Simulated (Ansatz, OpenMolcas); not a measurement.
**How methods differ on BCl (SMILES [B]Cl)**

The species is BCl (2 atoms), meant as a singlet with charge 0. SMILES: `[B]Cl`. Geometry: relaxed at PBE0-D4/def2-TZVP.

```xyz
2

B     0.0000    0.0000   -0.0697
Cl    0.0000    0.0000    1.6482
```

Quantity: the energy change with the B1–Cl2 bond stretched from 1.718 to 2.368 Å, in eV. The values are calculated.

```
                      level                kind     program  value (eV)  less FCI/STO-3G
  SVWN5/STO-3G (restricted)                 LDA      Ansatz        1.69            +0.03
   BLYP/STO-3G (restricted)                 GGA      Ansatz        1.36            -0.30
 r2SCAN/STO-3G (restricted)            meta-GGA  OpenMolcas        1.61            -0.05
  BHLYP/STO-3G (restricted)       global hybrid      Ansatz        1.83            +0.17
 M06-2X/STO-3G (restricted)     hybrid meta-GGA  OpenMolcas        1.76            +0.10
r2SCAN0/STO-3G (restricted)     hybrid meta-GGA      Ansatz        1.80            +0.14
 B2PLYP/STO-3G (restricted)       double hybrid      Ansatz        1.71            +0.05
                 FCI/STO-3G  exact in the basis  OpenMolcas        1.66             0.00
```

FCI/STO-3G is exact within its basis and frozen core, so for wave-function methods in that basis the difference is their error; functionals converge differently with the basis, so for them it is only a difference. The first shape isn't each level's own minimum. The values span 1.36 to 1.83 eV. All rows use very small basis sets, so even the best lies far from the true value.
